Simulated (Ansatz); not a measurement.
# C4H4N2 (pyrimidine): a chain of runs

Wanted: a series of 14 runs (HF/STO-3G, UHF/STO-3G, HF/3-21G, UHF/3-21G, HF/6-31G*, B3LYP/6-31G*, MP2/6-31G*) of C4H4N2. 

Program for the calculation: Ansatz 0.2.0.

## (1) The system as given

The species is C4H4N2 (10 atoms), meant as a singlet with charge 0. SMILES: `c1cncnc1`. The coordinates come from a PBE0-D4/def2-TZVP relaxation. The run starts from this shape.

Bond lengths: C1–C2 1.384 Å, C2–N3 1.328 Å, N3–C4 1.327 Å, C4–N5 1.327 Å, C1–C6 1.384 Å, N5–C6 1.328 Å, C1–H7 1.083 Å, C2–H8 1.087 Å, C4–H9 1.087 Å, C6–H10 1.087 Å. Some angles: C1–C2–N3 122.3°, C2–C1–C6 116.4°, C2–N3–C4 115.9°, N3–C4–N5 127.1°, C4–N5–C6 115.9°, C1–C6–N5 122.3°, C1–C2–H8 121.1°, N3–C2–H8 116.6°, C2–C1–H7 121.8°, C6–C1–H7 121.8°. A long bond or contact: C1–C4 2.648 Å.

## (2) A structure relaxation at HF/STO-3G (start density atoms) (run 1)

molecule.yaml

```yaml
crystal:
  periodic: [false, false, false]
  atoms:
    - {symbol: C, position_ang: [0.712630, -0.360800, -0.804910]}
    - {symbol: C, position_ang: [-0.140140, -1.228160, -0.144080]}
    - {symbol: "N", position_ang: [-0.978640, -0.816520, 0.799990]}
    - {symbol: C, position_ang: [-0.951300, 0.481630, 1.074500]}
    - {symbol: N, position_ang: [-0.181530, 1.403910, 0.510410]}
    - {symbol: C, position_ang: [0.649120, 0.970470, -0.430830]}
    - {symbol: H, position_ang: [1.392950, -0.705230, -1.573320]}
    - {symbol: H, position_ang: [-0.153550, -2.289580, -0.377560]}
    - {symbol: H, position_ang: [-1.634240, 0.827400, 1.845880]}
    - {symbol: H, position_ang: [1.284700, 1.716890, -0.900090]}
basis:
  gaussian:
    orbitals: STO-3G
hamiltonian:
  xc: hf
relax:
  f_tol: 0.002
output: {orbitals: {seedname: orbitals}}
```

The run is started by

```
$ ansatz run molecule.yaml --threads 1 --pin off --max-ram 3480MiB --events-out events.jsonl --progress --plain --runs-dir runs
```

Log:

```text
Warning: RAYON_NUM_THREADS=1 ignored (pool sized by the plan → 1); use --threads N
The last accepted step is kept in runs//last_step.txt (removed where the run ends without a failure and the disk answers)
[... 50 lines left out ...]
Total energy: -7058.29371479 eV, -259.3875097353 hartree
[... 10 lines left out ...]
Dipole moment:     0.281206    -0.142373    -0.317633 e Å
```

Wall time 4.5 s (1 thread of Arm Neoverse V2, shared host); peak memory 0.09 GiB.

The path in brief:

| step | energy from the first frame kept (eV) | largest force (eV/Å) |
| --- | --- | --- |
| 1 | 0.0000 | 1.9896 |
| 2 | -0.0894 | 0.4789 |
| 3 | -0.0937 | 0.1053 |
| 4 | -0.0939 | 0.0089 |
| 5 | -0.0939 | 0.0039 |
| 6 | -0.0939 | 0.0005 |

After the run. Bond lengths: C1–C2 1.386 Å, C2–N3 1.354 Å, N3–C4 1.354 Å, C4–N5 1.354 Å, C1–C6 1.386 Å, N5–C6 1.354 Å, C1–H7 1.081 Å, C2–H8 1.088 Å, C4–H9 1.090 Å, C6–H10 1.088 Å. Some angles: C1–C2–N3 122.7°, C2–C1–C6 117.4°, C2–N3–C4 114.7°, N3–C4–N5 127.9°, C4–N5–C6 114.7°, C1–C6–N5 122.7°, C1–C2–H8 120.9°, N3–C2–H8 116.4°, C2–C1–H7 121.3°, C6–C1–H7 121.3°.

## (3) Vibrational wavenumbers at HF/STO-3G (start density atoms) (run 2)

input.yaml

```yaml
crystal:
  periodic: [false, false, false]
  atoms:
    - {symbol: C, position_ang: [0.713980, -0.361487, -0.806487]}
    - {symbol: C, position_ang: [-0.135781, -1.238219, -0.150791]}
    - {symbol: N, position_ang: [-0.996926, -0.837661, 0.813628]}
    - {symbol: C, position_ang: [-0.962870, 0.487490, 1.087541]}
    - {symbol: "N", position_ang: [-0.181381, 1.434235, 0.517305]}
    - {symbol: C, position_ang: [0.658254, 0.973708, -0.439273]}
    - {symbol: H, position_ang: [1.393199, -0.705382, -1.573770]}
    - {symbol: H, position_ang: [-0.140081, -2.298483, -0.393183]}
    - {symbol: H, position_ang: [-1.647850, 0.834283, 1.861172]}
    - {symbol: H, position_ang: [1.299456, 1.711527, -0.916152]}
basis:
  gaussian:
    orbitals: STO-3G
hamiltonian:
  xc: hf
total_charge: 0
phonons:
  temperatures: {t_min: 298.15, t_max: 298.15, t_step: 1}
```

The run is started by

```
$ ansatz run input.yaml --threads 1 --pin off --max-ram 3480MiB --events-out events.jsonl --progress --plain --runs-dir runs
```

Log:

```text
Warning: RAYON_NUM_THREADS=1 ignored (pool sized by the plan → 1); use --threads N
[... 326 lines left out ...]
Total energy: -7058.29371560 eV, -259.3875097651 hartree
[... 10 lines left out ...]
Dipole moment:     0.281206    -0.142373    -0.317633 e Å
Vibrations: 443.64 464.31 701.02 752.50 854.94 916.02 998.46 1108.79 1117.98 1141.25 1188.21 1217.04 1248.40 1295.44 1391.04 1546.15 1595.37 1712.42 1864.94 1872.64 3698.15 3702.79 3709.32 3751.92 cm⁻¹, zero-point energy 2.373847 eV
```

Run time: 31 s. Hardware: 1 thread of Arm Neoverse V2, shared host; peak memory 0.083 GiB.

Runs 3 to 9 aren't shown in full; the table further down has their settings and results.

## (4) The harmonic vibrations at HF/6-31G(d) (Cartesian functions, start density atoms) (run 10)

run.yaml

```yaml
crystal:
  periodic: [false, false, false]
  atoms:
    - {symbol: C, position_ang: [0.713390, -0.361181, -0.805770]}
    - {symbol: C, position_ang: [-0.139986, -1.223083, -0.143062]}
    - {symbol: N, position_ang: [-0.972530, -0.809668, 0.795417]}
    - {symbol: C, position_ang: [-0.947489, 0.479706, 1.070189]}
    - {symbol: N, position_ang: [-0.181477, 1.393932, 0.508026]}
    - {symbol: C, position_ang: [0.646150, 0.966817, -0.428667]}
    - {symbol: H, position_ang: [1.387710, -0.702581, -1.567397]}
    - {symbol: H, position_ang: [-0.156449, -2.274456, -0.371111]}
    - {symbol: H, position_ang: [-1.622820, 0.821622, 1.832987]}
    - {symbol: H, position_ang: [1.273502, 1.708902, -0.890622]}
basis:
  gaussian:
    orbitals: "6-31G*"
hamiltonian:
  xc: hf
phonons:
  temperatures:
    t_min: 298.15
    t_max: 298.15
    t_step: 1
```

The run is started by

```
$ ansatz run run.yaml --threads 1 --pin off --max-ram 3480MiB --events-out events.jsonl --progress --plain --runs-dir runs
```

Log:

```text
Warning: RAYON_NUM_THREADS=1 ignored (pool sized by the plan → 1); use --threads N
[... 190 lines left out ...]
Total energy: -7148.25392120 eV, -262.6934863436 hartree
[... 10 lines left out ...]
Dipole moment:     0.316955    -0.160471    -0.357998 e Å
Vibrations: 415.65 461.00 683.01 751.57 787.80 911.17 1095.33 1102.76 1131.17 1155.93 1163.67 1164.70 1213.19 1260.51 1359.85 1519.21 1573.35 1641.51 1799.90 1800.38 3370.99 3376.06 3396.54 3410.43 cm⁻¹, zero-point energy 2.265543 eV
```

Run time: 57 s. Hardware: 1 thread of Arm Neoverse V2, shared host; peak memory 0.19 GiB.

Runs 11 to 13 aren't shown in full; the table further down has their settings and results.

## (5) Vibrational wavenumbers at MP2/6-31G(d) (Cartesian functions, start density atoms) (run 14)

job.yaml

```yaml
basis:
  gaussian:
    orbitals: "6-31G*"
crystal:
  periodic: [false, false, false]
  atoms:
    - symbol: C
      position_ang: [0.717062, -0.363036, -0.809879]
    - symbol: C
      position_ang: [-0.138866, -1.239742, -0.148071]
    - symbol: N
      position_ang: [-0.989186, -0.827843, 0.807901]
    - symbol: C
      position_ang: [-0.959336, 0.485707, 1.083597]
    - symbol: N
      position_ang: [-0.181902, 1.420740, 0.514715]
    - symbol: C
      position_ang: [0.657031, 0.977397, -0.437243]
    - symbol: H
      position_ang: [1.399200, -0.708394, -1.580349]
    - symbol: H
      position_ang: [-0.153734, -2.302960, -0.380458]
    - symbol: H
      position_ang: [-1.642936, 0.831814, 1.855768]
    - symbol: H
      position_ang: [1.292668, 1.726328, -0.905991]
correlation:
  method: mp2
phonons:
  temperatures: {t_min: 298.15, t_max: 298.15, t_step: 1}
```

The run is started by

```
$ ansatz run job.yaml --threads 1 --pin off --max-ram 3480MiB --events-out events.jsonl --progress --plain --runs-dir runs
```

Log:

```text
Warning: RAYON_NUM_THREADS=1 ignored (pool sized by the plan → 1); use --threads N
[... 26 lines left out ...]
6 core orbitals not correlated: weight in the atoms' cores, before any rotation towards them, 1.000 or more for the frozen orbitals, at most 0.000 for the correlated occupied ones
[... 144 lines left out ...]
6 core orbitals not correlated: weight in the atoms' cores, before any rotation towards them, 1.000 or more for the frozen orbitals, at most 0.000 for the correlated occupied ones
[... 144 lines left out ...]
6 core orbitals not correlated: weight in the atoms' cores, before any rotation towards them, 1.000 or more for the frozen orbitals, at most 0.000 for the correlated occupied ones
[... 145 lines left out ...]
Dipole moment:     0.318157    -0.161074    -0.359315 e Å
[... 1 line left out ...]
Checks for a lower state left out: cluster_reference
```

It took 3.9 min on 1 thread of Arm Neoverse V2, shared host; peak memory 0.23 GiB.

## (6) The series

| run | level | task | walk f tol | partner | energy (Eh) | dipole moment (D) | wall time |
| --- | --- | --- | --- | --- | --- | --- | --- |
| 1 | HF/STO-3G (start density atoms) | optimise | 0.002 | base | -259.387510 | 2.15 | 4.5 s |
| 2 | HF/STO-3G (start density atoms) | frequencies | – | base | -259.387510 | 2.15 | 31 s |
| 3 | UHF/STO-3G (start density atoms) | energy | – | cation | -259.145407 | – | 3.3 s |
| 4 | UHF/STO-3G (start density atoms) | optimise | – | cation | -259.174377 | – | 10 s |
| 5 | HF/3-21G (start density atoms) | optimise | 0.002 | base | -261.206168 | 2.51 | 6 s |
| 6 | HF/3-21G (start density atoms) | frequencies | – | base | -261.206170 | 2.51 | 42 s |
| 7 | UHF/3-21G (start density atoms) | energy | – | cation | -260.889157 | – | 2.7 s |
| 8 | UHF/3-21G (start density atoms) | optimise | – | cation | -260.905348 | – | 15 s |
| 9 | HF/6-31G* (Cartesian functions, start density atoms) | optimise | 0.002 | base | -262.693486 | 2.42 | 15 s |
| 10 | HF/6-31G* (Cartesian functions, start density atoms) | frequencies | – | base | -262.693486 | 2.42 | 57 s |
| 11 | B3LYP/6-31G* (Cartesian functions, start density atoms) | optimise | 0.002 | base | -264.323726 | 2.29 | 23 s |
| 12 | B3LYP/6-31G* (Cartesian functions, start density atoms) | frequencies | – | base | -264.323726 | 2.29 | 2.9 min |
| 13 | MP2/6-31G* (Cartesian functions, start density atoms) | optimise | 0.002 | base | -263.509478 | 2.43 | 24 s |
| 14 | MP2/6-31G* (Cartesian functions, start density atoms) | frequencies | – | base | -263.509478 | 2.43 | 3.9 min |

## (7) Summary of results

```
                                                                          quantity          value
                                                  run 14, MP2/6-31G*: total energy  -263.50948 Eh
                            run 14, MP2/6-31G*: dipole moment (correlated density)         2.43 D
                   run 14, MP2/6-31G*: correlation energy (6 core orbitals frozen)     -819.3 mEh
                                      run 14, MP2/6-31G*: largest force on an atom     0.002 eV/Å
                                    run 14, MP2/6-31G*: lowest harmonic wavenumber       349 cm⁻¹
                                   run 14, MP2/6-31G*: highest harmonic wavenumber      3264 cm⁻¹
                                             run 14, MP2/6-31G*: zero-point energy   204.3 kJ/mol
                     vertical ionisation energy (to the doublet cation), HF/STO-3G       6.588 eV
                      vertical ionisation energy (to the doublet cation), HF/3-21G       8.626 eV
adiabatic ionisation energy (to the doublet cation, no zero-point term), HF/STO-3G       5.800 eV
 adiabatic ionisation energy (to the doublet cation, no zero-point term), HF/3-21G       8.186 eV
```

What this shows: At HF/STO-3G: the vertical ionisation energy comes to 6.59 eV (636 kJ/mol). Its partner is spin-contaminated (⟨S²⟩ = 1.69 against 0.75), so the difference is in doubt. In a minimal basis such a difference can be off by several eV, whatever the method. At HF/3-21G: removing an electron at fixed nuclei costs 8.63 eV (832 kJ/mol). Its partner is spin-contaminated (⟨S²⟩ = 1.18 against 0.75), so the difference is in doubt. At HF/STO-3G: the adiabatic ionisation energy (to the doublet cation, no zero-point term) is 5.80 eV (560 kJ/mol). In runs 13, 14 the log says that unrestricted orbitals would lower the reference, so the values rest on an unstable closed-shell determinant (other closed-shell runs at this shape may share the fault). In runs 1, 2, 3, 4 the basis is minimal, so the values are rough. Spin contamination of the reference: run 4 ⟨S²⟩ = 1.99, run 3 ⟨S²⟩ = 1.69, run 8 ⟨S²⟩ = 1.31, run 7 ⟨S²⟩ = 1.18. Where it is this large, the reference is a mixture of spin states, and values that rest on it are in doubt. All runs together took 11 min, the longest 3.9 min.
